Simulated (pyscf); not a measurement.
PySCF, gas phase, ωB97X-D3(BJ)/def2-SVP geometries.

Task: Estimate the classical barrier height and the reaction energy of [HC–N=CH₂] (SMILES [CH]N=C) [singlet] + H₂ (SMILES [H][H]) → H₂C=N–CH₃ (SMILES C=NC) at ωB97M-D3(BJ)/def2-TZVP. The step runs on the singlet surface, breaks H–H and forms C–H, C–H; take the separated reactants as zero.

Result: ΔE‡ = 0.97 eV, ΔE = -2.76 eV. Zero-point energy shifts the barrier by +0.14 eV. It is an insertion, with an imaginary mode of 1075i cm⁻¹. From the product side, H₂C=N• + CH₃• lies, by one bond made or cut, 0.30 eV under this saddle at ωB97M-D3(BJ)/def2-TZVP. [HC–N=CH₂] [singlet] lies 2.51 eV over its isomer H₃C–C≡N (electronic energy, ωB97M-D3(BJ)/def2-TZVP). H₂C=N–CH₃ lies 0.39 eV over its isomer H₃C–CH=NH (electronic energy, ωB97M-D3(BJ)/def2-TZVP). Another saddle between the same species, by other bonds, lies lower (0.68 eV against 0.97 eV at ωB97M-D3(BJ)/def2-TZVP).
